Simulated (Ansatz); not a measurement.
`CCF` → `[CH2]F`• + `[CH3]`• at 700 K and 1 bar (homolysis of the C–C bond).

Gas-phase electronic energies from Ansatz, PBE0-D4/def2-TZVP geometries. CCSD(T)/CBS adds triple-zeta CCSD(T) − MP2 to the extrapolated MP2 energy (def2 sets, frozen cores). This one scheme is used for every species. Open shells (•) are unrestricted, without spin–orbit coupling.

```csv
species,CCSD(T)/CBS energy (Eh),H − E (kJ/mol),S (J/(mol·K))
`CCF`,-178.90141,224.7,331.8
`[CH2]F`•,-138.96036,95.0,276.8
`[CH3]`•,-39.78218,106.9,232.5
```

H − E and S are ideal-gas, rigid-rotor, harmonic terms from PBE0-D4/def2-TZVP, with the whole ground term of open shells counted as degenerate. 1 Eh = 2625.50 kJ/mol, R = 8.31446 J/(mol·K).

Task: By hand: ΔE, ΔH, ΔS and ΔG.

Result: ΔE = (-138.96036) + (-39.78218) − (-178.90141) = 0.15887 Eh = 417.1 kJ/mol. Δ(H − E) = 95.0 + 106.9 − 224.7 = -22.8, so ΔH = 394.3 kJ/mol. ΔS = 276.8 + 232.5 − 331.8 = 177.5 J/(mol·K). ΔG = 394.3 − 700 × (177.5)/1000 = 270.1 kJ/mol.

Task: By hand: the equilibrium constant, and the temperature at which ΔG would vanish if ΔH and ΔS stayed fixed.

Result: log₁₀ K = −ΔG/(RT ln 10) = -20.2. ΔG = 0 at ΔH/ΔS = 2221 K.

The number of gas molecules changes by +1, which sets the sign of ΔS. A doubt of 5 kJ/mol in ΔE shifts log₁₀ K by 0.4 here. These are equilibria of isolated gas molecules and say nothing of rates. Largest T1 diagnostic: 0.015 (customary marks: 0.02 for closed shells, 0.045 for open ones).
